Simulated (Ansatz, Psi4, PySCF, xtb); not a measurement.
Pair of molecules: C2H2 (SMILES C#C) (first 4 atoms) with H2O (SMILES O); geometry from S66by8 set.
(charge 0, multiplicity 1):
```xyz
7

C     -0.925     0.039     0.031
H      0.141     0.009     0.006
C     -2.137     0.073     0.058
H     -3.198     0.104     0.083
O      2.147    -0.068    -0.054
H      2.718    -0.658     0.443
H      2.719     0.283    -0.739
```

```
level                                  interaction energy (kcal/mol)  minus published value   cost
-------------------------------------  -----------------------------  ---------------------  -----
GFN2-xTB                                                       -1.56                   0.96      -
HF/6-31G*                                                      -2.21                   0.31      -
HF/aug-cc-pVDZ                                                 -1.45                   1.07      -
PBE/def2-TZVPPD                                                -2.28                   0.24     ×1
r2SCAN/def2-TZVPPD                                             -2.33                   0.19     ×1
r2SCAN-D3(BJ)/def2-TZVPPD                                      -2.50                   0.02     ×1
B3LYP/3-21G (no counterpoise)                                 -10.24                  -7.72      -
B3LYP/6-31G* (no counterpoise)                                 -3.95                  -1.43      -
B3LYP/6-311+G** (no counterpoise)                              -3.07                  -0.55      -
B3LYP-D3(BJ)/def2-TZVPPD                                       -2.62                  -0.10     ×1
PBE0/def2-TZVPPD                                               -2.44                   0.08     ×2
PBE0-D3(BJ)/def2-TZVPPD                                        -2.84                  -0.32     ×2
wB97M-V/def2-TZVPPD                                            -2.52                   0.00     ×3
MP2/aug-cc-pVDZ                                                -2.00                   0.52      -
MP2/CBS(aug-cc-pVDZ, aug-cc-pVTZ)                              -2.50                   0.02      -
SCS-MP2/aug-cc-pVDZ                                            -1.55                   0.97      -
SCS-MP2/aug-cc-pVTZ                                            -1.89                   0.63      -
CCSD(T)/aug-cc-pVDZ                                            -1.94                   0.58     ×4
CCSD(T)/CBS(aug-cc-pVDZ, aug-cc-pVTZ)                          -2.56                  -0.04  ×300*
SAPT0/jun-cc-pV(D+d)Z                                          -3.02                  -0.50      -
```

Published value: -2.52 kcal/mol (computed benchmark interaction energy, Řezáč et al., J. Chem. Theory Comput. 7, 2427 (2011), S66x8). The comparison column counts from a level with limits of its own.

The rows run from -10.24 (B3LYP/3-21G (no counterpoise)) to -1.45 kcal/mol (HF/aug-cc-pVDZ). The dispersion term adds -0.17 in r2SCAN-D3(BJ), -0.40 in PBE0-D3(BJ). The 4 functionals in def2-TZVPPD without D3 or D4 span 0.24, from wB97M-V to PBE.

Interaction energies are E(AB) − E(A) − E(B) at the monomers' geometry in the complex; basis-set methods are counterpoise corrected. Rows marked so take none.

Cores are frozen in the correlated methods. CBS: X⁻³ extrapolation of the correlation energy, Hartree–Fock from the larger set. Rows in 3-21G, 6-311+G**, 6-31G* carry no dispersion term and start afresh at each structure (6-31G* with six Cartesian d functions).

Codes used: Ansatz (a quantum-chemistry and plane-wave program) with Gaussian orbitals; Psi4 for SAPT; PySCF for 3-21G rows, 6-311+G** rows, 6-31G* rows, the dispersion terms; xtb for the GFN methods. Each number belongs to the level named beside it.

Costs are rough ratios of core time to PBE/def2-TZVPPD (about 5 s over the structures, on one shared machine); a dash marks a level with no comparable run of its own. A star marks coupled-cluster runs past 200 virtual orbitals, where the program's memory plan changes under this machine's limit, so their costs aren't comparable with smaller runs.
